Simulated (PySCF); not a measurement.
O: electron affinity

O⁻ [He] 2s2 2p5 (2P) → O [He] 2s2 2p4 (3P), as a difference of total energies. Computed with PySCF 2.14 in aug-cc-pCVQZ-DK (9s8p6d4f2g, 109 functions), with scalar relativity by spin-free X2C-1e. Correlated levels: valence: 1s2 frozen; valence and next inner shell: nothing frozen. The calculations carry no spin-orbit coupling.

Task: Order these methods by the electron affinity they give, lowest first.
A. B2PLYP
B. LDA
C. MP2 (valence and next inner shell)
D. UHF

Result: D (-0.580 eV), C (1.490 eV), A (1.515 eV), B (2.054 eV).

Errors of the correlated levels include the incompleteness of this basis and the frozen core.

A negative affinity means that the anion lies above the atom at that level of theory.

In the anion the highest occupied orbital energy is positive at LDA, PBE, PBE0, r2SCAN, M06, a self-interaction effect; the basis confines that electron, and the energy difference can still be sensible.

For comparison: 1.461 eV (measured; photodetachment measurements, as compiled on the Wikipedia data page of electron affinities).
